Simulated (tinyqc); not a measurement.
UHF in the sto-3g basis, for BH3, spin multiplicity 1, step by step (part 1 of 3). Computed by tinyqc, a small Python program that keeps every step (integrals from PySCF). Settings: charge = 0, multiplicity = 1, basis = sto-3g, energy threshold = 1e-10, iteration cap = 86, orthogonalisation = symmetric, start = Wolfsberg-Helmholz matrix, DIIS depth = 3, damping = 0.7, method = UHF, break = 0.2. Command: `OMP_NUM_THREADS=1 python tinyqc.py 30056 30057 out.jsonl` (the two numbers bound the seeds that draw the settings). One thread of a shared host (Intel(R) Xeon(R) Processor @ 2.60GHz), about 0.2 s of CPU time with the checks. Later iterations appear only in the table of the cycle.

## One-electron integrals

Geometry (angstrom):

| atom | x | y | z |
|---|---|---|---|
| B | 0.00000 | 0.00000 | 0.01900 |
| H | 1.42100 | 0.00000 | 0.00000 |
| H | -0.71100 | 1.23100 | 0.00000 |
| H | -0.71100 | -1.23100 | 0.00000 |

Basis sto-3g: exponents (1/bohr^2) and contraction coefficients of normalised primitives:

| element | l (shell) | exponent | coefficient |
|---|---|---|---|
| B | s (1) | 48.79111 | 0.15433 |
| B | s (1) | 8.88736 | 0.53533 |
| B | s (1) | 2.40527 | 0.44463 |
| B | s (2) | 2.23696 | -0.09997 |
| B | s (2) | 0.51982 | 0.39951 |
| B | s (2) | 0.16906 | 0.70012 |
| B | p (3) | 2.23696 | 0.15592 |
| B | p (3) | 0.51982 | 0.60768 |
| B | p (3) | 0.16906 | 0.39196 |
| H | s (1) | 3.42525 | 0.15433 |
| H | s (1) | 0.62391 | 0.53533 |
| H | s (1) | 0.16886 | 0.44463 |

Overlap, kinetic and nuclear-attraction integrals over the contracted functions; the nuclear repulsion is the sum of Za Zb / Rab.

nuclear repulsion = 6.2287924 hartree

overlap S, lower triangle:
```
          1B 1s    1B 2s    1B 2px    1B 2py    1B 2pz    2H 1s    3H 1s    4H 1s
1B 1s   1.00000
1B 2s   0.26933  1.00000
1B 2px  0.00000  0.00000   1.00000
1B 2py  0.00000  0.00000   0.00000   1.00000
1B 2pz  0.00000  0.00000   0.00000   0.00000   1.00000
2H 1s   0.03949  0.36398   0.40371   0.00000  -0.00540  1.00000
3H 1s   0.03944  0.36372  -0.20181   0.34940  -0.00539  0.05317  1.00000
4H 1s   0.03944  0.36372  -0.20181  -0.34940  -0.00539  0.05317  0.05316  1.00000
```

kinetic energy T (hartree), lower triangle:
```
           1B 1s    1B 2s    1B 2px    1B 2py    1B 2pz     2H 1s     3H 1s    4H 1s
1B 1s   10.82630
1B 2s   -0.04797  0.35917
1B 2px   0.00000  0.00000   1.12388
1B 2py   0.00000  0.00000   0.00000   1.12388
1B 2pz   0.00000  0.00000   0.00000   0.00000   1.12388
2H 1s   -0.01149  0.04134   0.13027   0.00000  -0.00174   0.76003
3H 1s   -0.01148  0.04124  -0.06505   0.11263  -0.00174  -0.01088   0.76003
4H 1s   -0.01148  0.04124  -0.06505  -0.11263  -0.00174  -0.01088  -0.01088  0.76003
```

nuclear attraction V (hartree), lower triangle:
```
            1B 1s     1B 2s    1B 2px    1B 2py    1B 2pz     2H 1s     3H 1s     4H 1s
1B 1s   -24.26418
1B 2s    -3.44015  -4.87272
1B 2px   -0.00001  -0.00005  -4.88443
1B 2py    0.00000   0.00000   0.00000  -4.88430
1B 2pz    0.00052   0.00496   0.00000   0.00000  -4.75663
2H 1s    -0.50587  -1.46677  -1.52448   0.00000   0.02112  -3.50779
3H 1s    -0.50522  -1.46548   0.76190  -1.31913   0.02110  -0.20441  -3.50705
4H 1s    -0.50522  -1.46548   0.76190   1.31913   0.02110  -0.20441  -0.20432  -3.50705
```

core Hamiltonian H = T + V (hartree), lower triangle:
```
            1B 1s     1B 2s    1B 2px    1B 2py    1B 2pz     2H 1s     3H 1s     4H 1s
1B 1s   -13.43788
1B 2s    -3.48811  -4.51356
1B 2px   -0.00001  -0.00005  -3.76054
1B 2py    0.00000   0.00000   0.00000  -3.76042
1B 2pz    0.00052   0.00496   0.00000   0.00000  -3.63275
2H 1s    -0.51736  -1.42543  -1.39420   0.00000   0.01938  -2.74776
3H 1s    -0.51670  -1.42424   0.69685  -1.20650   0.01936  -0.21529  -2.74702
4H 1s    -0.51670  -1.42424   0.69685   1.20650   0.01936  -0.21529  -0.21520  -2.74702
```

## Two-electron integrals

Functions are numbered as in S; the eight-fold symmetry (ij|kl) = (ji|kl) = (kl|ij) leaves the list below.

Two-electron integrals (ij|kl) in chemists' order, unique and non-zero (hartree):
```
(11|11) 2.92351     (21|11) 0.51838     (21|21) 0.10926     (22|11) 0.74423
(22|21) 0.19318     (22|22) 0.54480     (31|31) 0.02026     (32|31) 0.03000
(32|32) 0.12035     (33|11) 0.74249     (33|21) 0.19324     (33|22) 0.54468
(33|33) 0.58677     (41|41) 0.02026     (42|41) 0.03000     (42|42) 0.12035
(43|43) 0.03163     (44|11) 0.74249     (44|21) 0.19324     (44|22) 0.54468
(44|33) 0.52351     (44|44) 0.58677     (51|51) 0.02026     (52|51) 0.03000
(52|52) 0.12035     (53|53) 0.03163     (54|54) 0.03163     (55|11) 0.74249
(55|21) 0.19324     (55|22) 0.54468     (55|33) 0.52351     (55|44) 0.52351
(55|55) 0.58677     (61|11) 0.07559     (61|21) 0.01589     (61|22) 0.02822
(61|31) 0.00112     (61|32) 0.00208     (61|33) 0.02849     (61|44) 0.02809
(61|51) -1.50e-05   (61|52) -2.79e-05   (61|53) -5.41e-06   (61|55) 0.02809
(61|61) 0.00238     (62|11) 0.20056     (62|21) 0.05297     (62|22) 0.16675
(62|31) 0.00579     (62|32) 0.03683     (62|33) 0.17644     (62|44) 0.16182
(62|51) -0.00008    (62|52) -0.00049    (62|53) -0.00020    (62|55) 0.16182
(62|61) 0.00822     (62|62) 0.07361     (63|11) 0.19526     (63|21) 0.05222
(63|22) 0.17341     (63|31) 0.00989     (63|32) 0.05874     (63|33) 0.19140
(63|44) 0.16431     (63|51) -0.00006    (63|52) -0.00046    (63|53) -0.00027
(63|55) 0.16432     (63|61) 0.00845     (63|62) 0.08932     (63|63) 0.11378
(64|41) 0.00504     (64|42) 0.02419     (64|43) 0.00668     (64|54) -0.00009
(64|64) 0.00759     (65|11) -0.00261    (65|21) -0.00070    (65|22) -0.00232
(65|31) -0.00006    (65|32) -0.00046    (65|33) -0.00238    (65|44) -0.00220
(65|51) 0.00504     (65|52) 0.02419     (65|53) 0.00668     (65|55) -0.00238
(65|61) -0.00011    (65|62) -0.00119    (65|63) -0.00142    (65|65) 0.00761
(66|11) 0.37002     (66|21) 0.09948     (66|22) 0.35548     (66|31) 0.01234
(66|32) 0.10624     (66|33) 0.39574     (66|44) 0.33511     (66|51) -0.00017
(66|52) -0.00142    (66|53) -0.00081    (66|55) 0.33512     (66|61) 0.01566
(66|62) 0.20716     (66|63) 0.27191     (66|65) -0.00364    (66|66) 0.77461
(71|11) 0.07549     (71|21) 0.01587     (71|22) 0.02818     (71|31) -0.00056
(71|32) -0.00104    (71|33) 0.02815     (71|41) 0.00097     (71|42) 0.00180
(71|43) -0.00017    (71|44) 0.02835     (71|51) -1.49e-05   (71|52) -2.78e-05
(71|53) 2.70e-06    (71|54) -4.67e-06   (71|55) 0.02805     (71|61) 0.00227
(71|62) 0.00752     (71|63) 0.00727     (71|64) 0.00029     (71|65) -0.00010
(71|66) 0.01408     (71|71) 0.00237     (72|11) 0.20037     (72|21) 0.05292
(72|22) 0.16661     (72|31) -0.00289    (72|32) -0.01841    (72|33) 0.16534
(72|41) 0.00501     (72|42) 0.03187     (72|43) -0.00633    (72|44) 0.17264
(72|51) -0.00008    (72|52) -0.00049    (72|53) 0.00010     (72|54) -0.00017
(72|55) 0.16168     (72|61) 0.00752     (72|62) 0.04648     (72|63) 0.04569
(72|64) 0.00548     (72|65) -0.00074    (72|66) 0.09816     (72|71) 0.00821
(72|72) 0.07350     (73|11) -0.09758    (73|21) -0.02610    (73|22) -0.08667
(73|31) 0.00624     (73|32) 0.03280     (73|33) -0.09052    (73|41) -0.00210
(73|42) -0.01495    (73|43) 0.00875     (73|44) -0.08727    (73|51) 3.24e-05
(73|52) 0.00023     (73|53) -0.00014    (73|54) 0.00008     (73|55) -0.08213
(73|61) -0.00339    (73|62) -0.01811    (73|63) -0.01446    (73|64) -0.00146
(73|65) 0.00028     (73|66) -0.03509    (73|71) -0.00422    (73|72) -0.04461
(73|73) 0.03411     (74|11) 0.16895     (74|21) 0.04518     (74|22) 0.15006
(74|31) -0.00210    (74|32) -0.01495    (74|33) 0.14516     (74|41) 0.00866
(74|42) 0.05005     (74|43) -0.00848    (74|44) 0.16265     (74|51) -0.00006
(74|52) -0.00040    (74|53) 0.00008     (74|54) -0.00023    (74|55) 0.14219
(74|61) 0.00644     (74|62) 0.04232     (74|63) 0.04160     (74|64) 0.00872
(74|65) -0.00066    (74|66) 0.09024     (74|71) 0.00730     (74|72) 0.07724
(74|73) -0.04593    (74|74) 0.08710     (75|11) -0.00261    (75|21) -0.00070
(75|22) -0.00232    (75|31) 3.24e-05    (75|32) 0.00023     (75|33) -0.00224
(75|41) -0.00006    (75|42) -0.00040    (75|43) 0.00008     (75|44) -0.00233
(75|51) 0.00503     (75|52) 0.02417     (75|53) -0.00334    (75|54) 0.00578
(75|55) -0.00237    (75|61) -0.00010    (75|62) -0.00074    (75|63) -0.00071
(75|64) -0.00008    (75|65) 0.00430     (75|66) -0.00162    (75|71) -0.00011
(75|72) -0.00119    (75|73) 0.00071     (75|74) -0.00123    (75|75) 0.00760
(76|11) 0.02809     (76|21) 0.00743     (76|22) 0.02374     (76|31) 0.00035
(76|32) 0.00225     (76|33) 0.02393     (76|41) 0.00060     (76|42) 0.00390
(76|43) 0.00026     (76|44) 0.02423     (76|51) -1.85e-05   (76|52) -0.00012
(76|53) -1.80e-05   (76|54) -3.12e-05   (76|55) 0.02303     (76|61) 0.00111
(76|62) 0.00878     (76|63) 0.00992     (76|64) 0.00099     (76|65) -0.00016
(76|66) 0.02208     (76|71) 0.00111     (76|72) 0.00878     (76|73) -0.00410
(76|74) 0.00908     (76|75) -0.00016    (76|76) 0.00137     (77|11) 0.36988
(77|21) 0.09944     (77|22) 0.35537     (77|31) -0.00617    (77|32) -0.05311
(77|33) 0.35016     (77|41) 0.01068     (77|42) 0.09195     (77|43) -0.02625
(77|44) 0.38045     (77|51) -0.00016    (77|52) -0.00142    (77|53) 0.00041
(77|54) -0.00070    (77|55) 0.33501     (77|61) 0.01409     (77|62) 0.09822
(77|63) 0.09572     (77|64) 0.01476     (77|65) -0.00162    (77|66) 0.21483
(77|71) 0.01563     (77|72) 0.20698     (77|73) -0.13590    (77|74) 0.23529
(77|75) -0.00363    (77|76) 0.02208     (77|77) 0.77461     (81|11) 0.07549
(81|21) 0.01587     (81|22) 0.02818     (81|31) -0.00056    (81|32) -0.00104
(81|33) 0.02815     (81|41) -0.00097    (81|42) -0.00180    (81|43) 0.00017
(81|44) 0.02835     (81|51) -1.49e-05   (81|52) -2.78e-05   (81|53) 2.70e-06
(81|54) 4.67e-06    (81|55) 0.02805     (81|61) 0.00227     (81|62) 0.00752
(81|63) 0.00727     (81|64) -0.00029    (81|65) -0.00010    (81|66) 0.01408
(81|71) 0.00227     (81|72) 0.00751     (81|73) -0.00388    (81|74) 0.00615
(81|75) -0.00010    (81|76) 0.00104     (81|77) 0.01407     (81|81) 0.00237
(82|11) 0.20037     (82|21) 0.05292     (82|22) 0.16661     (82|31) -0.00289
(82|32) -0.01841    (82|33) 0.16534     (82|41) -0.00501    (82|42) -0.03187
(82|43) 0.00633     (82|44) 0.17264     (82|51) -0.00008    (82|52) -0.00049
(82|53) 0.00010     (82|54) 0.00017     (82|55) 0.16168     (82|61) 0.00752
(82|62) 0.04648     (82|63) 0.04569     (82|64) -0.00548    (82|65) -0.00074
(82|66) 0.09816     (82|71) 0.00751     (82|72) 0.04644     (82|73) -0.02759
(82|74) 0.03681     (82|75) -0.00074    (82|76) 0.00618     (82|77) 0.09815
(82|81) 0.00821     (82|82) 0.07350     (83|11) -0.09758    (83|21) -0.02610
(83|22) -0.08667    (83|31) 0.00624     (83|32) 0.03280     (83|33) -0.09052
(83|41) 0.00210     (83|42) 0.01495     (83|43) -0.00875    (83|44) -0.08727
(83|51) 3.24e-05    (83|52) 0.00023     (83|53) -0.00014    (83|54) -0.00008
(83|55) -0.08213    (83|61) -0.00339    (83|62) -0.01811    (83|63) -0.01446
(83|64) 0.00146     (83|65) 0.00028     (83|66) -0.03509    (83|71) -0.00388
(83|72) -0.02759    (83|73) 0.02030     (83|74) -0.02152    (83|75) 0.00043
(83|76) -0.00293    (83|77) -0.06063    (83|81) -0.00422    (83|82) -0.04461
(83|83) 0.03411     (84|11) -0.16895    (84|21) -0.04518    (84|22) -0.15006
(84|31) 0.00210     (84|32) 0.01495     (84|33) -0.14516    (84|41) 0.00866
(84|42) 0.05005     (84|43) -0.00848    (84|44) -0.16265    (84|51) 0.00006
(84|52) 0.00040     (84|53) -0.00008    (84|54) -0.00023    (84|55) -0.14219
(84|61) -0.00644    (84|62) -0.04232    (84|63) -0.04160    (84|64) 0.00872
(84|65) 0.00066     (84|66) -0.09024    (84|71) -0.00615    (84|72) -0.03681
(84|73) 0.02152     (84|74) -0.02602    (84|75) 0.00058     (84|76) -0.00508
(84|77) -0.07548    (84|81) -0.00730    (84|82) -0.07724    (84|83) 0.04593
(84|84) 0.08710     (85|11) -0.00261    (85|21) -0.00070    (85|22) -0.00232
(85|31) 3.24e-05    (85|32) 0.00023     (85|33) -0.00224    (85|41) 0.00006
(85|42) 0.00040     (85|43) -0.00008    (85|44) -0.00233    (85|51) 0.00503
(85|52) 0.02417     (85|53) -0.00334    (85|54) -0.00578    (85|55) -0.00237
(85|61) -0.00010    (85|62) -0.00074    (85|63) -0.00071    (85|64) 0.00008
(85|65) 0.00430     (85|66) -0.00162    (85|71) -0.00010    (85|72) -0.00074
(85|73) 0.00043     (85|74) -0.00058    (85|75) 0.00429     (85|76) -0.00011
(85|77) -0.00162    (85|81) -0.00011    (85|82) -0.00119    (85|83) 0.00071
(85|84) 0.00123     (85|85) 0.00760     (86|11) 0.02809     (86|21) 0.00743
(86|22) 0.02374     (86|31) 0.00035     (86|32) 0.00225     (86|33) 0.02393
(86|41) -0.00060    (86|42) -0.00390    (86|43) -0.00026    (86|44) 0.02423
(86|51) -1.85e-05   (86|52) -0.00012    (86|53) -1.80e-05   (86|54) 3.12e-05
(86|55) 0.02303     (86|61) 0.00111     (86|62) 0.00878     (86|63) 0.00992
(86|64) -0.00099    (86|65) -0.00016    (86|66) 0.02208     (86|71) 0.00104
(86|72) 0.00618     (86|73) -0.00293    (86|74) 0.00508     (86|75) -0.00011
(86|76) 0.00102     (86|77) 0.01286     (86|81) 0.00111     (86|82) 0.00878
(86|83) -0.00410    (86|84) -0.00908    (86|85) -0.00016    (86|86) 0.00137
(87|11) 0.02808     (87|21) 0.00742     (87|22) 0.02373     (87|31) -0.00069
(87|32) -0.00450    (87|33) 0.02437     (87|44) 0.02378     (87|51) -1.85e-05
(87|52) -0.00012    (87|53) 3.61e-05    (87|55) 0.02302     (87|61) 0.00104
(87|62) 0.00618     (87|63) 0.00586     (87|65) -0.00011    (87|66) 0.01285
(87|71) 0.00111     (87|72) 0.00877     (87|73) -0.00582    (87|74) 0.00809
(87|75) -0.00016    (87|76) 0.00102     (87|77) 0.02207     (87|81) 0.00111
(87|82) 0.00877     (87|83) -0.00582    (87|84) -0.00809    (87|85) -0.00016
(87|86) 0.00102     (87|87) 0.00137     (88|11) 0.36988     (88|21) 0.09944
(88|22) 0.35537     (88|31) -0.00617    (88|32) -0.05311    (88|33) 0.35016
(88|41) -0.01068    (88|42) -0.09195    (88|43) 0.02625     (88|44) 0.38045
(88|51) -0.00016    (88|52) -0.00142    (88|53) 0.00041     (88|54) 0.00070
(88|55) 0.33501     (88|61) 0.01409     (88|62) 0.09822     (88|63) 0.09572
(88|64) -0.01476    (88|65) -0.00162    (88|66) 0.21483     (88|71) 0.01407
(88|72) 0.09815     (88|73) -0.06063    (88|74) 0.07548     (88|75) -0.00162
(88|76) 0.01286     (88|77) 0.21482     (88|81) 0.01563     (88|82) 0.20698
(88|83) -0.13590    (88|84) -0.23529    (88|85) -0.00363    (88|86) 0.02208
(88|87) 0.02207     (88|88) 0.77461
```

## Orthogonalisation

S = U s U^T; symmetric (Loewdin) form X = U s^(-1/2) U^T, so that X^T S X = 1.

eigenvalues of S: 0.38073  0.47829  0.47858  0.96663  1.00040  1.46826  1.46853  1.75856

X, lower triangle:
```
           1B 1s     1B 2s    1B 2px    1B 2py   1B 2pz     2H 1s     3H 1s    4H 1s
1B 1s    1.03239
1B 2s   -0.16657   1.23110
1B 2px  -0.00001   0.00009   1.11891
1B 2py   0.00000   0.00000   0.00000   1.11874
1B 2pz   0.00036  -0.00291   0.00000   0.00000  1.00004
2H 1s    0.02415  -0.22966  -0.25310   0.00000  0.00332   1.14429
3H 1s    0.02414  -0.22943   0.12648  -0.21897  0.00331  -0.00802   1.14406
4H 1s    0.02414  -0.22943   0.12648   0.21897  0.00331  -0.00802  -0.00799  1.14406
```

## Starting guess

The start is the generalised Wolfsberg-Helmholz matrix (K = 1.75) built on H, with HOMO and LUMO mixed by +/-0.2 rad for the two spins; D(s) = C_occ C_occ^T for each spin.

D(alpha) at the start, lower triangle:
```
           1B 1s     1B 2s    1B 2px    1B 2py    1B 2pz    2H 1s    3H 1s    4H 1s
1B 1s    1.02118
1B 2s   -0.08600   0.42460
1B 2px   0.00003  -0.00012   0.56179
1B 2py  -0.00066   0.00195   0.00000   0.53986
1B 2pz   0.00192  -0.00538   0.00000   0.14596   0.03955
2H 1s   -0.08280   0.17322   0.24077   0.00015  -0.00241  0.17617
3H 1s   -0.08300   0.17388  -0.12043   0.20045   0.05174  0.02136  0.17311
4H 1s   -0.08251   0.17243  -0.12043  -0.20015  -0.05657  0.02125  0.02436  0.17288
```

D(beta) at the start, lower triangle:
```
           1B 1s     1B 2s    1B 2px    1B 2py    1B 2pz    2H 1s    3H 1s    4H 1s
1B 1s    1.02118
1B 2s   -0.08600   0.42460
1B 2px   0.00003  -0.00012   0.56179
1B 2py   0.00066  -0.00195   0.00000   0.53986
1B 2pz   0.00192  -0.00538   0.00000  -0.14596   0.03955
2H 1s   -0.08280   0.17322   0.24077  -0.00015  -0.00241  0.17617
3H 1s   -0.08251   0.17243  -0.12043   0.20015  -0.05657  0.02125  0.17288
4H 1s   -0.08300   0.17388  -0.12043  -0.20045   0.05174  0.02136  0.02436  0.17311
```

## Iteration 1: building the Fock matrix

J_ij = sum D_kl (ij|kl) with D = D(alpha) + D(beta), K_ij = sum D_kl (ik|jl) for each spin; F = H + J - K(s); E = tr D H + tr D J / 2 - 0.5 sum_s tr D(s) K(s) + E_nn.

Coulomb J (hartree), lower triangle:
```
           1B 1s     1B 2s    1B 2px    1B 2py    1B 2pz    2H 1s    3H 1s    4H 1s
1B 1s    9.40746
1B 2s    1.97419   4.34623
1B 2px   0.00021   0.00160   4.39406
1B 2py   0.00000   0.00000   0.00000   4.38967
1B 2pz  -0.00114  -0.00688  -0.00001   0.00000   4.24195
2H 1s    0.28854   1.34080   1.40560   0.00000  -0.01981  2.98828
3H 1s    0.28813   1.33755  -0.70084   1.21317  -0.01976  0.18967  2.97772
4H 1s    0.28813   1.33755  -0.70084  -1.21317  -0.01976  0.18967  0.18950  2.97772
```

exchange K(alpha) (hartree), lower triangle:
```
           1B 1s     1B 2s    1B 2px    1B 2py    1B 2pz    2H 1s    3H 1s    4H 1s
1B 1s    2.94792
1B 2s    0.57153   0.69066
1B 2px   0.00004   0.00046   0.62835
1B 2py  -0.00008   0.00144  -0.00003   0.61034
1B 2pz   0.00018  -0.00695  -0.00001   0.09705   0.16134
2H 1s    0.08488   0.29799   0.31983   0.00007  -0.00430  0.44131
3H 1s    0.08456   0.29636  -0.15914   0.26869   0.03440  0.05346  0.43327
4H 1s    0.08466   0.29554  -0.15905  -0.26839  -0.04294  0.05347  0.05605  0.43327
```

exchange K(beta) (hartree), lower triangle:
```
          1B 1s     1B 2s    1B 2px    1B 2py    1B 2pz    2H 1s    3H 1s    4H 1s
1B 1s   2.94792
1B 2s   0.57153   0.69066
1B 2px  0.00004   0.00046   0.62835
1B 2py  0.00008  -0.00144   0.00003   0.61034
1B 2pz  0.00018  -0.00695  -0.00001  -0.09705   0.16134
2H 1s   0.08488   0.29799   0.31983  -0.00007  -0.00430  0.44131
3H 1s   0.08466   0.29554  -0.15905   0.26839  -0.04294  0.05347  0.43327
4H 1s   0.08456   0.29636  -0.15914  -0.26869   0.03440  0.05346  0.05605  0.43327
```

F(alpha) (hartree), lower triangle:
```
           1B 1s     1B 2s    1B 2px    1B 2py    1B 2pz     2H 1s     3H 1s     4H 1s
1B 1s   -6.97834
1B 2s   -2.08545  -0.85798
1B 2px   0.00016   0.00110   0.00517
1B 2py   0.00008  -0.00144   0.00003   0.01891
1B 2pz  -0.00080   0.00503   0.00000  -0.09705   0.44786
2H 1s   -0.31370  -0.38263  -0.30843  -0.00007   0.00386  -0.20079
3H 1s   -0.31312  -0.38305   0.15515  -0.26201  -0.03480  -0.07907  -0.20257
4H 1s   -0.31322  -0.38223   0.15506   0.26172   0.04254  -0.07909  -0.08175  -0.20257
```

F(beta) (hartree), lower triangle:
```
           1B 1s     1B 2s    1B 2px    1B 2py    1B 2pz     2H 1s     3H 1s     4H 1s
1B 1s   -6.97834
1B 2s   -2.08545  -0.85798
1B 2px   0.00016   0.00110   0.00517
1B 2py  -0.00008   0.00144  -0.00003   0.01891
1B 2pz  -0.00080   0.00503   0.00000   0.09705   0.44786
2H 1s   -0.31370  -0.38263  -0.30843   0.00007   0.00386  -0.20079
3H 1s   -0.31322  -0.38223   0.15506  -0.26172   0.04254  -0.07909  -0.20257
4H 1s   -0.31312  -0.38305   0.15515   0.26201  -0.03480  -0.07907  -0.08175  -0.20257
```

total energy of this density = -25.6866295 hartree

This density is the starting one.
